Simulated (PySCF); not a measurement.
## Simulated absorption spectrum

Cyclopropanol, C₃H₆O.
SMILES with atom numbers: `[OH:1][CH:2]1[CH2:3][CH2:4]1` (hydrogens: H5 on O1; H6 on C2; H7, H8 on C3; H9, H10 on C4)

Computed with TDDFT CAM-B3LYP/aug-cc-pVTZ, vertical, gas phase, core orbitals frozen in the response in PySCF. The structure is a single PBE0-D3(BJ)/def2-TZVP conformer in the gas phase; no vibrational or solvent corrections. Torsions of this conformer, `[OH:1][CH:2]1[CH2:3][CH2:4]1`: H–O1–C2–C3 -60°.

Computed states:

```
state  E (eV)       f
   S1    6.15   0.013
   S2    6.71  0.0011
   S3    7.03  0.0047
   S4    7.11  0.0061
   S5    7.42  0.0056
   S6    7.76  0.0037
   S7    7.78  0.0090
   S8    7.93  0.0035
   S9    8.08   0.015
  S10    8.12   0.026
```

Each state is given a Gaussian of 0.4 eV full width at half maximum, with ε(max) = 2.175×10⁸ f / Δν̃ (Δν̃ the width in cm⁻¹). The cross-section is σ = 3.8235×10⁻²¹ ε cm², given in Mb (10⁻¹⁸ cm²). The width is an assumption, not a result. The curve ends short of the highest state used, and states not computed would add to its high-energy end.

Problem. What does the envelope look like, and where are its maxima?

Solution. 
```csv
λ (nm),σ (Mb)
164.8,2.45
165.8,2.29
166.9,2.22
168.0,2.25
169.0,2.32
170.1,2.46
171.2,2.63
172.2,2.78
173.3,2.91
174.4,2.96
175.4,2.90
176.5,2.72
177.6,2.44
178.6,2.13
179.7,1.76
180.8,1.42
181.8,1.14
182.9,0.89
184.0,0.70
185.0,0.58
186.1,0.48
187.2,0.42
188.2,0.41
189.3,0.43
190.4,0.52
191.4,0.65
192.5,0.87
193.6,1.17
194.6,1.49
195.7,1.90
196.8,2.31
197.8,2.67
198.9,3.01
200.0,3.26
201.0,3.38
202.1,3.39
203.1,3.28
204.2,3.06
205.3,2.75
206.3,2.42
207.4,2.04
208.5,1.66
209.5,1.34
210.6,1.03
211.7,0.77
212.7,0.57
213.8,0.40
214.9,0.28
215.9,0.19
217.0,0.13
218.1,0.08
219.1,0.05
220.2,0.03
221.3,0.02
222.3,0.01
223.4,0.01
```

Maxima: 202 nm (6.15 eV), ε about 890, made up of S1 (100%); 174 nm (7.11 eV), ε about 770, made up of S3 (37%) and S4 (53%) (ε in L mol⁻¹ cm⁻¹; maxima over ε = 5, shares over 10%). At its high-energy end, 7.52 eV, the curve is still rising (ε about 640, from S5, S6 and S7).

Problem. What would ε be at 6.15 eV, the highest of these maxima, with half the width (0.2 eV)?

Solution. About 1780 L mol⁻¹ cm⁻¹ against 889, a factor of about 2.00; a lone state at its own centre would give exactly 2.

Problem. Coming from long wavelengths, where does ε first pass 100 L mol⁻¹ cm⁻¹?

Solution. At about 214 nm (5.79 eV), 0.35 eV below S1.

Problem. On this curve, what absorbance would a 10⁻⁴ mol/L sample give at 222 nm over a 1 cm path?

Solution. 222 nm is 5.585 eV, where ε is about 3.5 L mol⁻¹ cm⁻¹, so A = ε c l ≈ 0.00035 (Beer–Lambert, with the gas-phase spectrum and the assumed width).

Time: 29 s wall; peak memory 1.2 GiB. Hardware: one thread, Arm Neoverse V2 (aarch64), shared host with 32 logical CPUs at a one-minute load of 17.
